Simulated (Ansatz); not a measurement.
The first iterations of a band of AlH2O (4 atoms, charge 0, multiplicity 2).

Computed with Ansatz, UKS B3LYP-D4/def2-mTZVP.

```
movable images  : 7
climbing image  : yes
spring          : 5.0 eV/Å²
optimiser       : quadratic models (default)
start path      : through a guess of the saddle point
force threshold : 0.05 eV/Å
iteration limit : 60
end points      : relaxed
```

First end point:

```xyz
4
Properties=species:S:1:pos:R:3
O 0.380 -0.696 0.733
Al 0.207 0.918 0.188
H 0.041 -1.465 0.261
H -0.572 1.183 -1.201
```

Last end point:

```xyz
4
Properties=species:S:1:pos:R:3
O 0.031 -0.899 0.160
Al 0.160 0.811 0.122
H 0.393 -1.444 0.867
H -0.529 1.473 -1.169
```

| iteration | highest image above the first end (eV) | largest band force component (eV/Å) |
| --- | --- | --- |
| 1 | 14.492 | 112.214 |
| 2 | 0.301 | 5.183 |
| 3 | 0.225 | 3.843 |
| 4 | 0.103 | 1.422 |

Question: Does the band converge within its limit, and where does its top end?

Answer: The forces met the threshold. It ended after 14 iterations with the highest image 0.094 eV above the first end. A vibrational analysis at the climbing image gives one clearly imaginary mode, 403i cm⁻¹: a first-order saddle point.

Time of the run: 2.3 min on 1 CPU thread of a shared host.
